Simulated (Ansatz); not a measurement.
System: trigonal Te. Method: LDA (Ansatz, an electronic-structure program, PAW).

Settings: plane-wave cutoff 500 eV, 12×12×8 k mesh (along the axes of the cell as run), Fermi–Dirac smearing 0.05 eV, scalar-relativistic PAW data made under PBE.

Computed at the level's own relaxed cell.

### Question
What does this level give for the volume per atom, equilibrium lattice constant a and c axis length?

### Answer

volume per atom: 31.29 Å³/atom
equilibrium lattice constant a: 4.277 Å
c axis length: 5.926 Å

The run finds no gap.

Measured, for comparison: lattice constant a 4.456 Å, lattice parameter c 5.928 Å (293 K, no zero-point or thermal correction; as tabulated in Wikipedia's data pages). Computed (rounded) less measured: lattice constant a -4.0 %, lattice parameter c 0.0 %.

Spin–orbit coupling is not included.

Computed values are for the static lattice.

Cost on a shared machine: roughly 2.2 core-minutes.
